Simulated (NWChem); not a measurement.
# Lowest excitation of hydrogen isocyanide (CHN)

```xyz
3

C      0.0000     0.0000     0.7490
N      0.0000     0.0000    -0.4352
H      0.0000     0.0000    -1.4477
```
Charge 0, spin multiplicity 1.

The numbers come from NWChem runs, not from measurements. The geometry was optimised at PBE/def2-SVP, a minimum by its harmonic frequencies.

Basis set: aug-cc-pVDZ.

```json
[
 {"method": "TDA-LDA (SVWN5)", "lowest vertical singlet excitation energy (eV)": "7.09", "relative cost": "1", "difference from EOM-CCSD": "-1.17"},
 {"method": "TD-PBE", "lowest vertical singlet excitation energy (eV)": "7.03", "relative cost": "under 3", "difference from EOM-CCSD": "-1.23"},
 {"method": "TD-B3LYP", "lowest vertical singlet excitation energy (eV)": "7.82", "relative cost": "under 3", "difference from EOM-CCSD": "-0.43"},
 {"method": "EOM-CCSD", "lowest vertical singlet excitation energy (eV)": "8.25", "relative cost": "under 3", "difference from EOM-CCSD": "0.00"},
 {"method": "CIS", "lowest vertical singlet excitation energy (eV)": "8.03", "relative cost": "under 3", "difference from EOM-CCSD": "-0.23"}
]
```

The values span 1.23 eV, from TD-PBE (lowest) to EOM-CCSD (highest). Costs are rough ratios of processor time within this set of runs, SCF included, with TDA-LDA (SVWN5) as 1.

The correlated methods keep 2 core orbitals frozen. B3LYP has NWChem's definition, with VWN1-RPA local correlation. Coupled-cluster values serve here as a point of comparison, not as the truth.
